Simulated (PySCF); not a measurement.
# C4H5F: the cost of one run

Computed with PySCF 2.14.0, with density-fitted response routines of our own, on a single molecule in the gas phase. Atoms count from 0, in the outputs and in this text.

## (1) The starting structure

10 atoms, charge 0, multiplicity 1; geometry from: GFN2-xTB. The atoms were then displaced at random by about 0.01 Å, so the start is not that level's minimum.

Bonds of the start (Å): C0–C1 1.49, C1–C2 1.31, C2–F3 1.29, C2–C4 1.49, C4–C1 1.53, C0–H5 1.07, C0–H6 1.11, C0–H7 1.08, C4–H8 1.11, C4–H9 1.07.

## (2) Geometry optimisation at PBE0-D3(BJ)/def2-SVP

The job: settings as JSON, then the geometry in Å.

```
{"job": {"xc": "PBE0", "basis": "def2-SVP", "d3": "d3bj", "grid": 1, "shake": 0.01, "kind": "geom"}, "charge": 0, "multiplicity": 1}
C      1.504290     0.162650    -0.175300
C      0.017350     0.147050    -0.063390
C     -1.184590     0.650800    -0.178090
F     -1.933200     1.656870    -0.499040
C     -1.152190    -0.741950     0.350710
H      1.817630    -0.597290    -0.852640
H      1.823280     1.148640    -0.564470
H      1.954930     0.022210     0.790780
H     -1.338630    -0.907640     1.434560
H     -1.458430    -1.562270    -0.264180
```

Run with:

```sh
$ OMP_NUM_THREADS=1 python probes_run.py task.json out
```

The driver reads the jobs from task.json and runs them one after another.

Q: Estimate the wall time and peak memory of this first job on 1 thread of Arm Neoverse V1, shared host.

About 33 s, with a peak of 0.39 GiB.
